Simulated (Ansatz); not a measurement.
# CHOSi (quartet): wave-function methods side by side at a displaced geometry (v1), cc-pVDZ

One table from this session's results is given with a row withheld; the runs are named, their logs left out.

Computed with Ansatz 0.2.0, Gaussian basis. Level: cc-pVDZ, core rule «outside noble gas», up to 7 orbitals frozen.

The runs, in order: UHF; CCSD(T) on ROHF; CCSD(T) on UHF; BCCD(T) on ROHF; CISD as a restricted active space (open shells left free, so some higher excitations enter); CCSDT(Q) on ROHF; CCSDT(Q) on UHF.

21 further runs of the same task are left out: 10 that didn't finish, 11 set aside as unsound or not needed. Runs told in other sessions of the task aren't counted.

### What is computed

The geometry is a PBE0/def2-TZVP stationary point (not a proven minimum) with its atoms shifted at random (size 0.040 Å).

4 atoms, charge 0, spin multiplicity 4.

Atoms are counted from 1 here; the program's logs count them from 0.

Bond lengths: C1–O2 1.287 Å, C1–H4 1.060 Å, O2–Si3 1.735 Å. Angles: O2–C1–H4 125.1°, C1–O2–Si3 137.7°.

Set-up of the first run:

Contents of in.yaml:

```yaml
crystal:
  periodic: [false, false, false]
  atoms:
    - {symbol: C, position_ang: [-0.021965, -0.326660, 1.676625]}
    - {symbol: O, position_ang: [-0.022798, 0.319312, 0.562980]}
    - {symbol: Si, position_ang: [0.025166, -0.046392, -1.132402]}
    - {symbol: H, position_ang: [-0.077611, 0.116643, 2.638342]}
basis:
  gaussian: {orbitals: cc-pVDZ}
magnetization: {spin_polarized: true, initial_magnetization: 3}
hamiltonian: {xc: hf}
output: {orbitals: {seedname: orbitals}}
```

Started as:

```
$ ansatz run in.yaml --threads 1 --pin off --events-out ev --progress --plain --max-ram 2393MiB
```

Steps of the session up to this table: UHF; CCSD(T) on ROHF; CCSD(T) on UHF; BCCD(T) on ROHF; CISD as a restricted active space (open shells left free, so some higher excitations enter); CCSDT(Q) on ROHF; CCSDT(Q) on UHF.

One table of the session follows, with a row left open; its other results are not shown here.

| method | from UCCSDT(Q) (meV) |
| --- | --- |
| ROHF | +10460.3 |
| UHF | +10195.2 |
| RMP2 | +1258.6 |
| UMP2 | +1260.2 |
| CISD | +1428.2 |
| RCCSD | +390.6 |
| UCCSD | +384.9 |
| RCCSD(T) | +73.9 |
| UCCSD(T) | +72.9 |
| BCCD(T) | +63.9 |
| RCCSDT | +33.1 |
| UCCSDT | ? |
| RCCSDT(Q) | +8.5 |
| UCCSDT(Q) | 0 |

**Question.** Estimate the row for UCCSDT.

The run gave: from UCCSDT(Q) (meV): +32.5. In the column «from UCCSDT(Q) (meV)» it lies between RCCSDT(Q) (+8.5) and RCCSDT (+33.1).

Caveats from the session: Restricted and unrestricted rows rest on different reference determinants; a gap between their highest levels can come from leftover correlation error, from unlike frozen cores or from another state.
